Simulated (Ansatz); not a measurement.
Mulliken charges of `CC(=O)C=O` from B3LYP/def2-TZVPP in Ansatz (PBE0-D4/def2-TZVP geometry).

```csv
atom,x (Å),y (Å),z (Å),charge (e)
C1,-0.017,-0.975,-0.650,-0.215
C2,0.478,-0.044,0.404,0.178
O3,1.416,-0.250,1.131,-0.247
C4,-0.267,1.282,0.572,0.093
O5,-1.208,1.596,-0.097,-0.229
H6,-1.064,-1.224,-0.460,0.104
H7,0.593,-1.875,-0.670,0.111
H8,0.003,-0.476,-1.623,0.104
H9,0.154,1.921,1.375,0.100
```

**Question.** By hand: the dipole of these point charges (1 e Å = 4.8032 D).

**Answer.** Σ q r = (-0.038, -0.176, -0.146) e Å, of length 0.232 e Å = 1.11 D.

**Question.** How does the dipole of the full density compare? (Estimate.)

**Answer.** The calculation gave: (-0.065, -0.144, -0.149) e Å, 1.04 D; the point charges give 1.07 times that, at 10° from its direction.

Point charges leave out the atoms' own dipoles, such as those of lone pairs, and Mulliken's split depends on the basis, so the close match here is no proof of good charges.

B3LYP here is the variant with VWN-RPA as its local correlation; programs differ in this.
